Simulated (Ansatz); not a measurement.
# SiNH₆ (doublet): the correlation ladder at distance N1–H4 along a hydrogen transfer = 1.012 Å, cc-pVDZ

Aim: climb from Hartree-Fock through coupled cluster and multireference methods for SiNH₆ (doublet) at one geometry and basis, and see what each rung misses.

Computed with Ansatz 0.2.0, Gaussian basis. Level: cc-pVDZ, correlated electrons: outside noble gas.

To be run: UHF; CCSD(T) on ROHF; CCSD(T) on UHF; BCCD(T) on ROHF; CISD; CCSDT(Q) on ROHF; CCSDT(Q) on UHF; CASSCF and MRCISD+Q, 3 electrons in 3 orbitals; CASSCF and NEVPT2, 3 electrons in 3 orbitals.

## Step 1: The geometry

The geometry derives from fragments relaxed apart (PBE0/def2-TZVP) and kept rigid, so it is no stationary point. A hydrogen atom is moved between rigid fragments.

8 atoms, charge 0, spin multiplicity 2.

Atoms are counted from 1 here; the program's logs count them from 0.

Bond lengths: N1–H2 1.012 Å, N1–H3 1.012 Å, N1–H4 1.012 Å, Si5–H6 1.486 Å, Si5–H7 1.486 Å, Si5–H8 1.486 Å. Angles: H2–N1–H3 107.1°, H2–N1–H4 107.1°, H3–N1–H4 107.1°, H6–Si5–H7 111.3°, H6–Si5–H8 111.3°, H7–Si5–H8 111.3°.

Coordinates:

```
N    -2.0694   -0.0118   -0.0184
H    -2.3667    0.9560   -0.0184
H    -2.3667   -0.4141    0.8618
H    -1.0569   -0.0118   -0.0184
Si    1.0756   -0.0118   -0.0184
H     1.5256   -1.4281   -0.0184
H     1.5256    0.6963   -1.2449
H     1.5256    0.6963    1.2081
```

In the tables R marks a restricted open-shell determinant and U an unrestricted one; 'pair' is the active space of 3 electrons in 3 orbitals; correlation energies count from the lowest restricted Hartree-Fock solution.

## Step 2: UHF

in.yaml

```yaml
crystal:
  periodic: [false, false, false]
  atoms:
    - {symbol: N, position_ang: [-2.069402, -0.011841, -0.018431]}
    - {symbol: H, position_ang: [-2.366682, 0.955993, -0.018431]}
    - {symbol: H, position_ang: [-2.366681, -0.414140, 0.861829]}
    - {symbol: H, position_ang: [-1.056941, -0.011841, -0.018431]}
    - {symbol: Si, position_ang: [1.075598, -0.011841, -0.018431]}
    - {symbol: H, position_ang: [1.525571, -1.428094, -0.018431]}
    - {symbol: H, position_ang: [1.525572, 0.696285, -1.244942]}
    - {symbol: H, position_ang: [1.525573, 0.696286, 1.208081]}
basis:
  gaussian: {orbitals: cc-pVDZ}
magnetization: {spin_polarized: true, initial_magnetization: 1}
hamiltonian: {xc: hf}
output: {orbitals: {seedname: orbitals}}
```

Launch:

```console
$ ansatz run in.yaml --threads 1 --pin off --events-out ev --progress --plain --max-ram 4096MiB --backend cpu
```

Further steps of the session: CCSD(T) on ROHF; CCSD(T) on UHF; BCCD(T) on ROHF; CISD; CCSDT(Q) on ROHF; CCSDT(Q) on UHF; CASSCF and MRCISD+Q, 3 electrons in 3 orbitals; CASSCF and NEVPT2, 3 electrons in 3 orbitals.

Before running them: what should the planned runs give, taken together? Wanted: correlation energy, UCCSDT(Q); RMP2 from UCCSDT(Q); UMP2 from UCCSDT(Q); RCCSD from UCCSDT(Q); RCCSD(T) from UCCSDT(Q); UCCSD(T) from UCCSDT(Q); RCCSDT(Q) from UCCSDT(Q); T1 diagnostic.

**Answer**, as computed:

```
                                      quantity                                                   value
                 correlation energy, UCCSDT(Q)                                              -9.2384 eV
                           RMP2 from UCCSDT(Q)                                         +31.73 kcal/mol
                           UMP2 from UCCSDT(Q)                                         +31.68 kcal/mol
                          RCCSD from UCCSDT(Q)                                          +5.10 kcal/mol
                       RCCSD(T) from UCCSDT(Q)                                          +0.86 kcal/mol
                       UCCSD(T) from UCCSDT(Q)                                          +0.86 kcal/mol
                      RCCSDT(Q) from UCCSDT(Q)                                          +0.01 kcal/mol
levels of the table within 1 kcal/mol (43 meV)  RCCSD(T), UCCSD(T), BCCD(T), RCCSDT, UCCSDT, RCCSDT(Q)
                                 T1 diagnostic                                                   0.015
```

In words: RCCSD(T) misses by +0.86 kcal/mol, 0.4 % of the correlation energy. These misses are within one basis, not against nature; the frozen cores of restricted and unrestricted runs differ, which can shift their rows.
